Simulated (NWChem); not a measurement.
System: C2H5O anion

Input file for NWChem:

```
start job
memory heap 200 mb stack 900 mb global 1100 mb
charge -1
geometry units angstroms noautoz
  C      0.225666    -1.179921     0.000000
  C     -0.481220     0.208882     0.000000
  O      0.346877     1.253613     0.000000
  H     -0.503790    -2.017154     0.000000
  H      0.870594    -1.268821    -0.891488
  H      0.870594    -1.268821     0.891488
  H     -1.196942     0.166803     0.891757
  H     -1.196942     0.166803    -0.891757
end
basis spherical
  C library pcseg-2
  O library pcseg-2
  H library pcseg-2
end
dft
  xc hfexch
  iterations 150
  mulliken
end
task dft energy
```

Output (shortened):

```
             Northwest Computational Chemistry Package (NWChem) 7.3.0
             --------------------------------------------------------

 CS  symmetry detected

                             Geometry "geometry" -> ""
                             -------------------------

 Output coordinates in angstroms (scale by  1.889725989 to convert to a.u.)

  No.       Tag          Charge          X              Y              Z
 ---- ---------------- ---------- -------------- -------------- --------------
    1 C                    6.0000     0.24694866    -1.17425756     0.00000000
    2 C                    6.0000    -0.48891956     0.19940890     0.00000000
    3 O                    8.0000     0.31707616     1.26128385     0.00000000
    4 H                    1.0000    -0.46478119    -2.02661064     0.00000000
    5 H                    1.0000     0.89359987    -1.24960707    -0.89148800
    6 H                    1.0000     0.89359987    -1.24960707     0.89148800
    7 H                    1.0000    -1.20360118     0.14232294     0.89175700
    8 H                    1.0000    -1.20360118     0.14232294    -0.89175700

 Effective nuclear repulsion energy (a.u.)      73.9262245162

      Symmetry information
      --------------------

 Group name             Cs
 Group number              2
 Group order               2
 No. of unique centers     6

  xc_inp: hfexch multiplicative factor not found.

                                 NWChem DFT Module
                                 -----------------

 Summary of "ao basis" -> "ao basis" (spherical)
 ------------------------------------------------------------------------------
       Tag                 Description            Shells   Functions and Types
 ---------------- ------------------------------  ------  ---------------------
 C                          pcseg-2                 10       30   4s3p2d1f
 O                          pcseg-2                 10       30   4s3p2d1f
 H                          pcseg-2                  6       14   3s2p1d

      Symmetry analysis of basis
      --------------------------

        a'         98
        a"         62

            General Information
            -------------------
          SCF calculation type: DFT
          Wavefunction type:  closed shell.
          No. of atoms     :     8
          No. of electrons :    26
           Alpha electrons :    13
            Beta electrons :    13
          Charge           :    -1
          Spin multiplicity:     1
          Use of symmetry is: on ; symmetry adaption is: on
          Maximum number of iterations: 150
          AO basis - number of functions:   160
                     number of shells:    60
          Convergence on energy requested:  1.00D-06
          Convergence on density requested:  1.00D-05
          Convergence on gradient requested:  5.00D-04

              XC Information
              --------------
                     Hartree-Fock (Exact) Exchange  1.000

      Superposition of Atomic Density Guess
      -------------------------------------

 Sum of atomic energies:        -152.61575823

 Renormalizing density from      25.00 to     26

      Non-variational initial energy
      ------------------------------

 Total energy =    -157.868898
 1-e energy   =    -366.744265
 2-e energy   =     134.949142
 HOMO         =       0.040801
 LUMO         =       0.262939

      Symmetry analysis of molecular orbitals - initial
      -------------------------------------------------

  Numbering of irreducible representations:

     1 a'          2 a"

  Orbital symmetries:

     1 a'          2 a'          3 a'          4 a'          5 a'
     6 a'          7 a"          8 a'          9 a'         10 a'
    11 a"         12 a"         13 a'         14 a'         15 a'
    16 a"         17 a'         18 a"         19 a'         20 a'
    21 a'         22 a"         23 a'

     ---------------------------------------------
      Total Density - Mulliken Population Analysis
     ---------------------------------------------

    Atom       Charge   Shell Charges
 -----------   ------   -------------------------------------------------------
    1 C    6     5.84   2.00  0.54  0.37  0.08  1.09  1.31  0.43  0.01  0.03  0.00
    2 C    6     5.35   2.00  0.50  0.34  0.15  0.94  1.09  0.20  0.01  0.10  0.00
    3 O    8     9.09   2.00  0.60  0.88  0.36  1.90  2.29  1.04  0.00  0.02  0.00
    4 H    1     1.12   0.40  0.52  0.16  0.01  0.04  0.00
    5 H    1     1.09   0.40  0.51  0.13  0.01  0.04  0.00
    6 H    1     1.09   0.40  0.51  0.13  0.01  0.04  0.00
    7 H    1     1.21   0.41  0.56  0.20  0.00  0.03  0.00
    8 H    1     1.21   0.41  0.56  0.20  0.00  0.03  0.00

   convergence    iter        energy       DeltaE   RMS-Dens  Diis-err
 ---------------- ----- ----------------- --------- --------- ---------
 d= 0,ls=0.0,diis     1   -153.3891674996 -2.27D+02  6.37D-03  8.56D-01
 d= 0,ls=0.0,diis     2   -153.4764393315 -8.73D-02  1.77D-03  2.41D-01
 d= 0,ls=0.0,diis     3   -153.5036710752 -2.72D-02  4.35D-04  4.23D-03
 d= 0,ls=0.0,diis     4   -153.5044474865 -7.76D-04  2.53D-04  7.85D-04
 d= 0,ls=0.0,diis     5   -153.5045523204 -1.05D-04  6.89D-05  7.58D-05
  Resetting Diis
 d= 0,ls=0.0,diis     6   -153.5045652150 -1.29D-05  4.23D-05  2.75D-06
 d= 0,ls=0.0,diis     7   -153.5045665082 -1.29D-06  1.06D-05  3.83D-07
 d= 0,ls=0.0,diis     8   -153.5045666380 -1.30D-07  5.61D-06  8.66D-08

         Total DFT energy =     -153.504566638007
      One electron energy =     -361.875865833164
           Coulomb energy =      155.004089889624
    Exchange-Corr. energy =      -20.559015210687
 Nuclear repulsion energy =       73.926224516220

 Numeric. integr. density =        0.000000000000

                  Occupations of the irreducible representations
                  ----------------------------------------------

                     irrep           alpha         beta
                     --------     --------     --------
                     a'               10.0         10.0
                     a"                3.0          3.0

                       DFT Final Molecular Orbital Analysis
                       ------------------------------------

 Vector   11  Occ=2.000000D+00  E=-2.728835D-01  Symmetry=a'
              MO Center=  1.0D-01,  6.9D-01,  1.9D-16, r^2= 2.1D+00
   Bfn.  Coefficient  Atom+Function         Bfn.  Coefficient  Atom+Function
  ----- ------------  ---------------      ----- ------------  ---------------
    66      0.276320  3 O  py                69      0.249515  3 O  py
    65      0.202635  3 O  px                36     -0.189730  2 C  py
    68      0.184707  3 O  px                35     -0.166392  2 C  px
    72      0.141547  3 O  py                39     -0.131486  2 C  py
    64      0.132118  3 O  s                 92     -0.131220  4 H  s

 Vector   12  Occ=2.000000D+00  E=-1.117507D-01  Symmetry=a'
              MO Center=  1.4D-01,  8.0D-01, -4.0D-15, r^2= 1.9D+00
   Bfn.  Coefficient  Atom+Function         Bfn.  Coefficient  Atom+Function
  ----- ------------  ---------------      ----- ------------  ---------------
    65     -0.327706  3 O  px                 4      0.313947  1 C  s
    68     -0.303376  3 O  px                66      0.253999  3 O  py
    71     -0.244015  3 O  px                69      0.233475  3 O  py
    72      0.181767  3 O  py                 6      0.141743  1 C  py
     9      0.134015  1 C  py                11     -0.118010  1 C  px

 Vector   13  Occ=2.000000D+00  E=-1.089348D-01  Symmetry=a"
              MO Center= -4.8D-02,  9.3D-01,  2.4D-15, r^2= 1.7D+00
   Bfn.  Coefficient  Atom+Function         Bfn.  Coefficient  Atom+Function
  ----- ------------  ---------------      ----- ------------  ---------------
    67      0.411782  3 O  pz                70      0.378939  3 O  pz
    73      0.299314  3 O  pz               134     -0.228845  7 H  s
   148      0.228845  8 H  s                135     -0.211707  7 H  s
   149      0.211707  8 H  s                133     -0.121190  7 H  s
   147      0.121190  8 H  s                107     -0.107883  5 H  s

 Vector   14  Occ=0.000000D+00  E= 2.573179D-01  Symmetry=a'
              MO Center= -2.4D-01, -2.0D+00,  8.5D-14, r^2= 7.2D+00
   Bfn.  Coefficient  Atom+Function         Bfn.  Coefficient  Atom+Function
  ----- ------------  ---------------      ----- ------------  ---------------
     4      3.438348  1 C  s                 93     -2.036646  4 H  s
   107     -0.932667  5 H  s                121     -0.932667  6 H  s
     3     -0.868982  1 C  s                 34      0.631450  2 C  s
    92      0.438951  4 H  s                135     -0.406244  7 H  s
   149     -0.406244  8 H  s                 12     -0.389531  1 C  py

 Vector   15  Occ=0.000000D+00  E= 2.851182D-01  Symmetry=a'
              MO Center= -5.6D-01, -7.2D-01,  7.0D-14, r^2= 1.0D+01
   Bfn.  Coefficient  Atom+Function         Bfn.  Coefficient  Atom+Function
  ----- ------------  ---------------      ----- ------------  ---------------
    34      3.796268  2 C  s                  4     -2.480303  1 C  s
   135     -1.673707  7 H  s                149     -1.673707  8 H  s
   107      1.591463  5 H  s                121      1.591463  6 H  s
    93     -0.981461  4 H  s                 12     -0.698291  1 C  py
    11     -0.621721  1 C  px                33     -0.530610  2 C  s

[...]
```

Level: Hartree-Fock/pcseg-2. Sets without diffuse functions describe the anion's extra electron poorly. All runs use the structure optimised with B3LYP/def2-SVPD.
